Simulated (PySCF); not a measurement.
C5H7Cl.
SMILES: `C=C/C(Cl)=C\C`

Vertical excitations from PySCF (density fitting, frozen core in the response, grid level 2 and gas phase unless stated; continuum runs use non-equilibrium linear response for the excitations) on a GFN2-xTB geometry. Reference run:

```csv
settings,"S1, eV (f)","S2, eV (f)","S3, eV (f)","S4, eV (f)","S5, eV (f)","S6, eV (f)","T1, eV (Tamm–Dancoff)",mean α (au)
"PBE0/def2-SVPD, full TDDFT, 6 singlets",5.38 (0.450),6.08 (0.001),6.37 (0.000),6.41 (0.172),6.43 (0.006),7.11 (0.002),3.05,79.8
```

**Question.** What do these settings give: (1) B97-2/3-21G, IEF-PCM acetone, TDA, 25 singlets; (2) KT2/6-311+G(2d,p), energy threshold 1e-11 Eh, TDA, 6 singlets; (3) BHandHLYP/MINI, fitting basis def2-universal-jkfit, full TDDFT, 1 singlet?

**Answer.** 
```
                                                                 settings    S1, eV (f)    S2, eV (f)    S3, eV (f)    S4, eV (f)    S5, eV (f)    S6, eV (f)  T1, eV (Tamm–Dancoff)  mean α (au)
                           B97-2/3-21G, IEF-PCM acetone, TDA, 25 singlets  6.04 (0.746)  6.51 (0.004)  6.81 (0.000)  6.87 (0.395)  7.48 (0.001)  8.19 (0.032)                   3.31         77.4
            KT2/6-311+G(2d,p), energy threshold 1e-11 Eh, TDA, 6 singlets  5.09 (0.250)  5.40 (0.002)  5.49 (0.003)  5.54 (0.000)  6.03 (0.529)  6.13 (0.001)                   3.02         81.6
BHandHLYP/MINI, fitting basis def2-universal-jkfit, full TDDFT, 1 singlet  6.08 (0.406)             –             –             –             –             –                   3.05         47.0
```

(1) S1 moves by +0.66 eV; functional, basis, environment and response scheme change together, so the shift can't be laid on one. (2) S1 moves by -0.29 eV; functional, basis and response scheme change together, so the shift can't be laid on one. (3) S1 moves by +0.70 eV; functional and basis change together, so the shift can't be laid on one. States are counted by energy in each run and needn't keep their character from row to row.

All basis functions are spherical, in the Pople sets too. KT2 was designed for NMR shieldings or shifts; total energies of different functionals aren't comparable.

**Question.** Which orbital pairs make up S1 in each run, and how does it sit against the orbital gap?

**Answer.** 
```csv
settings,S1 configurations (weight),S1 (eV),orbital gap (eV),S1 − gap (eV)
"PBE0/def2-SVPD, full TDDFT, 6 singlets",H→L 0.92,5.38,5.66,-0.28
"B97-2/3-21G, IEF-PCM acetone, TDA, 25 singlets","H→L 0.81, H−1→L 0.13",6.04,5.64,+0.40
"KT2/6-311+G(2d,p), energy threshold 1e-11 Eh, TDA, 6 singlets","H→L 0.56, H−1→L 0.33",5.09,3.75,+1.34
"BHandHLYP/MINI, fitting basis def2-universal-jkfit, full TDDFT, 1 singlet",H→L 0.92,6.08,7.85,-1.77
```

One conformer (not necessarily the lowest) at the GFN2-xTB geometry, without vibrations or thermal averaging.

Conformer computed: `[CH2:1]=[CH:2]/[C:3]([Cl:4])=[CH:5]\[CH3:6]`: C1–C2–C3–Cl4 0°.
